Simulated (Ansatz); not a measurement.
```yaml
crystal:
  periodic: [false, false, false]
  atoms:
    - {symbol: C, position_ang: [-1.062043, 1.232957, -0.928596]}
    - {symbol: Al, position_ang: [0.765170, 0.934514, 0.226207]}
    - {symbol: Si, position_ang: [0.834183, -1.408137, 1.212641]}
    - {symbol: H, position_ang: [-1.372212, 0.428421, -1.033855]}
    - {symbol: H, position_ang: [-0.767526, 1.751230, -2.234651]}
    - {symbol: H, position_ang: [-1.460166, 2.097228, -0.799770]}
    - {symbol: H, position_ang: [2.096068, -1.949746, 0.849088]}
    - {symbol: H, position_ang: [-0.169577, -2.365331, 0.696718]}
    - {symbol: H, position_ang: [0.887454, -1.098417, 2.473920]}
basis:
  gaussian: {orbitals: def2-mTZVP}
magnetization: {spin_polarized: true, initial_magnetization: 1}
hamiltonian: {xc: {name: PBE0}, dispersion: d3bj}
accuracy: high
relax: {f_tol: 0.0001, max_steps: 1}
```

```sh
$ ansatz run in.yaml --threads 2 --pin off --events-out ev --progress --plain --max-ram 32768MiB --backend cpu
```

Shortened log:

```
Functional definition: PBE0
  name "PBE0"
  cite "Adamo & Barone, J. Chem. Phys. 110, 6158 (1999) doi:10.1063/1.478522"
  cite "Perdew, Burke & Ernzerhof, Phys. Rev. Lett. 77, 3865 (1996) doi:10.1103/PhysRevLett.77.3865"
  parent pbe
  parameter a = 0.25
  parameter kappa = 0.804
  parameter beta = 0.06672455060314922
  exchange = (1 - a)*pbe_x(kappa = kappa, mu = beta*pi^2/3) + a*exact_x
  correlation = pbe_c(beta = beta)
1783 factors; integrals over basis functions are off by at most 2.3e-9 eV
mean field evaluation 1: about -15586.3717 eV, gradient 4.5e1 eV
mean field evaluation 2: about -15570.1876 eV, gradient 5.8e1 eV
mean field evaluation 4: about -15596.4380 eV, gradient 3.0e0 eV
mean field evaluation 8: about -15596.5739 eV, gradient 1.8e-1 eV
mean field evaluation 16: about -15596.5743 eV, gradient 3.9e-4 eV
mean field -15596.57430940 eV, -573.1635341328 hartree, gradient 1.7e-8 eV, S^2 0.752745; 0 other end points of the search recorded, 0 dependent functions left out
the calculation of the forces begins
reference -15596.57431271 eV, -573.1635342544 hartree; 20, 19 occupied and 61, 62 virtual orbitals, 1783 factors
relax step   1: F+E_penalty+E_count = -15596.73405498 eV  Δ(F+E_penalty+E_count) = +0.000e0 eV  max|allowed force component| = 1.305e1 eV/Å  Δτ_max = 0.0000 Å  (41 SCF iters, accepted)
Error: geometry relaxation did not converge after 1 steps: max|allowed force component| = 1.31e1 eV/Å (threshold 1.0e-4). Raise `relax.max_steps` over both its present limit and 1, loosen `relax.f_tol`, or start from a geometry closer to equilibrium. Where this run's directory can be resumed (`checkpoint.write`), a resume goes on for up to `relax.max_steps` more
```

Question: Something in this input is off. What?

Answer: The relaxation is allowed too few steps for its threshold. No converged result was reached.
